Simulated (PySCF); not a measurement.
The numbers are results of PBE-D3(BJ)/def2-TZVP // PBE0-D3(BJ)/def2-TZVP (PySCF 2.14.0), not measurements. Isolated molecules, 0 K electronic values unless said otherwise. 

Reference species (SMILES): `[SiH]=C` (neutral, multiplicity 2).

| Item | Value |
|---|---|
| dipole moment | 0.50 D |

Changed species: `[CH]=C` (radical fragment; the reference has radical fragment).

Task: Predict the effect on the dipole moment.

Result: the dipole moment goes up by 0.23 D, to 0.73 D.
